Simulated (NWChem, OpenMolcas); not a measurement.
**How basis sets differ on CHF2S (SMILES F[C](F)S)**

The species is CHF2S (5 atoms), meant as a doublet with charge 0. As SMILES, `F[C](F)S`. Geometry: relaxed at GFN2-xTB. This is one conformer, not always the lowest.

```jsonl
{"atom": "F", "x (Å)": "1.0599", "y (Å)": "0.0843", "z (Å)": "0.9467"}
{"atom": "C", "x (Å)": "0.2379", "y (Å)": "-0.4921", "z (Å)": "0.0569"}
{"atom": "F", "x (Å)": "-0.2014", "y (Å)": "-1.6515", "z (Å)": "0.5434"}
{"atom": "S", "x (Å)": "-0.9767", "y (Å)": "0.5262", "z (Å)": "-0.6796"}
{"atom": "H", "x (Å)": "-0.1197", "y (Å)": "1.5331", "z (Å)": "-0.8674"}
```

Each level gives the dipole moment (D). The values are calculated.

```tsv
level	kind	program	value (D)
UHF/ANO-RCC-MB (DKH2)	Hartree–Fock	OpenMolcas	2.04
UHF/STO-3G	Hartree–Fock	NWChem	1.17
UHF/3-21G	Hartree–Fock	NWChem	2.02
UHF/MIDI	Hartree–Fock	OpenMolcas	2.09
UHF/6-31G** (spherical functions)	Hartree–Fock	OpenMolcas	1.75
UHF/def2-SVP	Hartree–Fock	OpenMolcas	1.94
```

The values span 1.17 to 2.09 D. Sets without polarisation functions give poor dipoles.
